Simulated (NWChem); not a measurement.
System: methane (CH4); SMILES C

NWChem input:

```
start job
memory heap 200 mb stack 900 mb global 1100 mb
geometry units angstroms noautoz
  C     -0.000000     0.000000    -0.000002
  H     -0.854020    -0.241787    -0.646521
  H      0.868943     0.254416    -0.621295
  H     -0.255660     0.855214     0.639562
  H      0.240735    -0.867844     0.628240
end
basis spherical
  * library def2-tzvpd
end
dft
  xc xcamb88 1.00 lyp 0.81 vwn_5 0.19 hfexch 1.00
  cam 0.33 cam_alpha 0.19 cam_beta 0.46
  iterations 150
  mulliken
end
task dft energy
```

Structure relaxed at the PBE0/def2-SVP level.

What results follow from this input? (CAM-B3LYP/def2-TZVPD.) Quantities: energy (Ha); highest occupied level (eV); orbital gap (eV).

The energy (Ha) is -40.50. The highest occupied level (eV) is -12.47. The orbital gap (eV) is 13.52.
